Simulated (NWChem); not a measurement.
What each level costs for tetrafluoroethylene (C2F4)

```xyz
6

F      1.0955     0.0000     1.3807
C      0.0000     0.0000     0.6647
F     -1.0955     0.0000     1.3807
C      0.0000     0.0000    -0.6647
F     -1.0955     0.0000    -1.3807
F      1.0955     0.0000    -1.3807
```
Charge 0, spin multiplicity 1.

Program: NWChem. All single points use one geometry, from PBE0/def2-SVP, a minimum by its harmonic frequencies.

Basis set: cc-pVDZ (84 functions). Each entry is one whole single-point run; the coupled-cluster runs use the TCE module, and the SCF and DFT modules converge to different thresholds.

The correlated methods keep 6 core orbitals frozen. B3LYP has NWChem's definition, with VWN1-RPA local correlation.

Question: Roughly how much processor time does each of these take, relative to RHF: MP2, RI-MP2, B2PLYP, PBE, B3LYP, PBE0, CR-CCSD(T)?

Answer: PBE about the same, within a factor of 3; B3LYP about the same, within a factor of 3; PBE0 about the same, within a factor of 3; RI-MP2 about the same, within a factor of 3; MP2 about 4; B2PLYP about 5; CR-CCSD(T) about 80 (rough ratios from shared machines).
